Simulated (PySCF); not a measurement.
The vertical singlet excitations below were computed for one of the candidates. The calculation used PySCF, TDDFT PBE0/def2-SVPD, vertical, gas phase, core orbitals frozen in the response. Geometries: GFN2-xTB, one conformer each.

```csv
state,λ (nm),f
S1,247.7,0.061
S2,196.8,0.014
S3,185.5,0.0098
S4,179.0,0.016
S5,176.6,0.042
S6,170.8,0.0085
```

Question: Which structure fits? All have the formula C6H8.
A. `C#C[C@@H]1C[C@@H]1C`
B. `C=C(C)C#CC`
C. `C#CCC(=C)C`
D. `CC1C=CC=C1`

Answer: D. Its S1, at 5.00 eV, is the lowest among the candidates; the nearest of the others has S1 at 5.34 eV. S1 is HOMO→LUMO (98%). Löwdin shares by element: HOMO carbon 85% or more; LUMO carbon 71% or more (atoms not listed hold the other 29%). At the same level the other candidates give, for their lowest levels:
- `C#C[C@@H]1C[C@@H]1C`: 198 nm (f 0.001); 186 nm (f 0.016); 181 nm (f 0.003); 175 nm (f 0.025); 167 nm (f 0.053); T1 5.27 eV; HOMO -7.20, LUMO 0.71 eV
- `C#CCC(=C)C`: 191 nm (f 0.004); 185 nm (f 0.055); 180 nm (f 0.048); 178 nm (f 0.007); 173 nm (f 0.142); T1 4.40 eV; HOMO -7.39, LUMO 0.17 eV
- `C=C(C)C#CC`: 232 nm (f 0.000); 220 nm (f 0.318); 200 nm (f 0.000); 194 nm (f 0.001); 181 nm (f 0.002); T1 3.48 eV; HOMO -6.60, LUMO -0.42 eV
Triplets come from the Tamm–Dancoff approximation.
